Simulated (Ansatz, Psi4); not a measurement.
# C2H4OS (thioacetic acid): the vertical ionisation energy from total energies

C2H4OS has 8 atoms, charge 0, and is taken as a singlet. As SMILES, `CC(=O)S`. The coordinates come from a PBE0-D4/def2-TZVP relaxation. This is one conformer, not always the lowest.

```xyz
8

C     0.0094    1.0552   -0.0019
C     0.2786   -0.4120   -0.1776
O     1.1551   -0.8609   -0.8579
S    -0.8805   -1.4407    0.7176
H     0.9279    1.6110   -0.1850
H    -0.3842    1.2806    0.9899
H    -0.7380    1.3591   -0.7400
H    -0.3684   -2.5923    0.2549
```

Both states at this one shape; open shells run unrestricted unless said. 1 Eh = 27.2114 eV.

| level | program | singlet C2H4OS (Eh) | doublet C2H4OS+ (Eh) |
| --- | --- | --- | --- |
| r2SCAN/def2-SVP | Ansatz | -551.689181 | -551.327487 |
| B3LYP/6-31G* (Cartesian functions) | Ansatz | -552.034159 | -551.673028 |
| DSD-PBEP86/def2-SVP (density fitting for correlation), 8 core orbitals frozen | Psi4 | -551.161221 | -550.785674 |
| BCCD(T)/def2-SVP, 8 core orbitals frozen | Ansatz | -550.861466 | -550.503315 |

Problem. Work out the vertical ionisation energy at each level.

Solution. 
1. r2SCAN/def2-SVP: -551.327487 − (-551.689181) = 0.361694 Eh = 9.84 eV.
2. B3LYP/6-31G* (Cartesian functions): -551.673028 − (-552.034159) = 0.361131 Eh = 9.83 eV.
3. DSD-PBEP86/def2-SVP (density fitting for correlation): -550.785674 − (-551.161221) = 0.375547 Eh = 10.22 eV.
4. BCCD(T)/def2-SVP: -550.503315 − (-550.861466) = 0.358151 Eh = 9.75 eV.

No measured value is set beside it here; the levels span 9.75 to 10.22 eV.
